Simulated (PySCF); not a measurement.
All values below come from PBE-D3(BJ)/def2-TZVP // B3LYP-D3(BJ)/def2-SVP (PySCF). All species are isolated molecules in the gas phase. One relaxed conformer stands for a flexible species; it need not be the lowest. 

Reference species (SMILES): `CC[Si](CC)(CC)CC` (neutral, multiplicity 1).

The HOMO–LUMO gap is 6.52 eV and the LUMO is 0.13 eV. The HOMO is -6.39 eV.

After one change: the HOMO–LUMO gap rises by 2.20 eV; the LUMO increases by 0.09 eV; the HOMO falls by 2.11 eV.

Problem. What was changed between the two runs? The new species is one of these.
A. `[SiH4]`
B. `CC[SiH3]`
C. `CC[SiH](CC)CC`
D. `CC[SiH2]CC` (C–C–Si–C torsion 180°, C–Si–C–C torsion 180°)

Solution. A, `[SiH4]`
